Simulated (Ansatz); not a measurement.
The same path of BH3O2 + H (7 atoms, charge 0, multiplicity 2) was run 3 times with different band settings. Lost on the way: B1–H2. Made: H2–H7.

These are results of UKS revPBE/6-31G* (Ansatz), not measurements.

Relaxed end points:

```xyz
7
Properties=species:S:1:pos:R:3
B 0.104 -0.293 -0.211
H -0.026 -0.077 0.971
O 1.381 -0.316 -0.717
H 1.356 -0.505 -1.678
O -0.968 -0.515 -1.057
H -1.809 -0.469 -0.564
H -0.248 0.376 4.330
```

```xyz
7
Properties=species:S:1:pos:R:3
B -0.012 -0.375 -0.557
H -0.001 0.091 2.301
O 1.122 -0.435 -1.326
H 1.914 -0.311 -0.770
O -1.243 -0.525 -1.143
H -1.947 -0.458 -0.472
H -0.043 0.215 3.041
```

Common settings: spring 5.0 eV/Å²; optimiser quadratic models (default); start path through a guess of the saddle point; iteration limit 60; end points relaxed.

| run | movable images | climbing image | force threshold |
| --- | --- | --- | --- |
| 1 | 9 | yes | 0.05 eV/Å |
| 2 | 6 | no | 0.05 eV/Å |
| 3 | 9 | yes | 0.2 eV/Å |

**Question.** What does each run give, and how far can it be trusted?

**Answer.** Run 1: converged after 25 iterations, highest image 0.393 eV above the first end. The profile has 2 maxima (images 3, 7) with wells between them (image 6): this band takes more than one step, which may be the mechanism or a detour left from its start path. A vibrational analysis at the climbing image gives one clearly imaginary mode, 581i cm⁻¹: a first-order saddle point.
Run 2: converged after 23 iterations, highest image 0.161 eV above the first end. The profile has 2 maxima (images 2, 6) with wells between them (image 4): this band takes more than one step, which may be the mechanism or a detour left from its start path. No image climbed, so the highest image needn't sit at the top of the path. A band with more images between the same ends climbed to 0.39 eV, so this one has probably stepped over the top.
Run 3: converged after 14 iterations, highest image 0.401 eV above the first end. The threshold of 0.2 eV/Å is loose, so the images may lie well off the minimum-energy path. The profile has 2 maxima (images 4, 7) with wells between them (image 6): this band takes more than one step, which may be the mechanism or a detour left from its start path. The order of the stationary point at the top wasn't checked.
